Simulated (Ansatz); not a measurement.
Results of B3LYP (VWN-RPA form) in Ansatz (plane waves, PAW) for rock-salt BaS.

Run with plane-wave cutoff 460 eV, 8×8×8 k mesh, Fermi–Dirac smearing 0.01 eV, scalar-relativistic PAW data made under PBE.

Energies at three volumes about the minimum:

```json
[
 {"V (Å³/atom)": "33.422", "E − E_lowest (meV/atom)": "2.55"},
 {"V (Å³/atom)": "34.002", "E − E_lowest (meV/atom)": "0.00"},
 {"V (Å³/atom)": "35.136", "E − E_lowest (meV/atom)": "2.33"}
]
```

**Question.** Fit a parabola by hand: where is the minimum, what lattice constant follows, and what is the bulk modulus?

**Answer.** Slopes: (0.00 − 2.55)/(34.002 − 33.422) = -4.397 and (2.33 − 0.00)/(35.136 − 34.002) = 2.055 meV/Å³. Curvature E″ = 2 × (2.055 − (-4.397))/(35.136 − 33.422) = 7.529 meV/Å⁶. From the middle of the first interval, the slope vanishes at V0 = 33.7120 − (-4.397)/7.529 = 34.296 Å³/atom. B = V0 E″ = 34.296 × 7.529 meV/Å³ × 0.1602 GPa per meV/Å³ = 41.4 GPa. With 8 atoms in the cube, a = (8 × 34.296)^(1/3) = 6.498 Å. The full Birch–Murnaghan fit to all volumes gives V0 = 34.278 Å³/atom and B0 = 40.7 GPa.

Measured, for comparison: lattice constant a 6.389 Å (room temperature, no zero-point or thermal correction; as tabulated in Lucero et al. (2012), arXiv:1111.4515).

Ansatz is a first-principles code.
